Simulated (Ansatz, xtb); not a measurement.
Isomers of BH2N in order of energy

3 gas-phase structures of BH2N, found in a search over its isomers (lower ones may exist). Each was relaxed with GFN2-xTB:

A. `[B]N`, a singlet
B. `[B]N`, a triplet
C. a singlet given by its coordinates

C (Å):

```yaml
atoms:
  - { symbol: B, position_ang: [0.1063, -0.7992, -0.8341] }
  - { symbol: N, position_ang: [-0.0608, -1.1925, 0.3301] }
  - { symbol: H, position_ang: [-0.1929, -1.5066, 1.2587] }
  - { symbol: H, position_ang: [0.2585, -0.4381, -1.9042] }
```

Close contacts (Å): B1–N2 1.24, B1–H4 1.14, N2–H3 0.99.

Question: Estimate their order in r2SCAN-D4/def2-SVP energy at these geometries, lowest first.

Answer: Calculated order at r2SCAN-D4/def2-SVP: C (0.000), A (1.913), B (3.248) eV.

Energies above the lowest of each column, in eV; the last columns are at PBE0-D3(BJ)/def2-SVP geometries (a dash: not run or not comparable):

```csv
structure,GFN2-xTB,HF/STO-3G,r2SCAN-D4/def2-SVP,PBE0-D3(BJ)/def2-SVP,CCSD(T)/def2-TZVPP
C,0.000,0.000,0.000,0.000,0.000
A,2.990,2.583,1.913,1.821,1.644
B,–,3.200,3.248,3.397,3.695
```

Every level run on C puts it lowest or level with the lowest. GFN2-xTB has no spin polarisation and isn't compared across spin states. Open shells are spin-unrestricted.

Programs: Ansatz 0.2.0, xtb 6.7.1.
